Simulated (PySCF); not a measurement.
Start geometry of `C=O` (formaldehyde) from GFN2-xTB (Å):
```
atom  x, y, z in Å
C1     0.0032    0.0010   -0.0059
O2     1.1765   -0.2092   -0.0146
H3    -0.7484   -0.8062    0.0038
H4    -0.4210    1.0192   -0.0062
```

Q: What comes out of this run: BHandHLYP/def2-TZVP geometry optimisation, gas phase in PySCF?

A: 
```
atom  x, y, z in Å
C1    -0.002    0.005   -0.006
O2     0.907   -0.757   -0.012
H3    -1.045   -0.335    0.005
H4     0.150    1.091   -0.011
```

The energy falls by 0.53 kJ/mol over 4 energy and gradient evaluations, the largest force component goes from 0.0127 to 2.7e-04 Eh/bohr, and the atoms move by 0.010 Å rms after alignment. Among the bonds, C1=O2, C1–H3 and C1–H4 change most and about equally (-0.006 Å). Bonds longer at the end by more than 0.005 Å: 0 of 3; shorter: 3. Rotational constants go from 291613, 39433, 34736 to 289461, 40029, 35166 MHz. The orientation of the end geometry is arbitrary; only internal coordinates are fixed.

The run used 74 basis functions and 26 SCF cycles in all.

No BHandHLYP/def2-TZVP frequencies stand behind this structure, so it isn't proved a minimum.
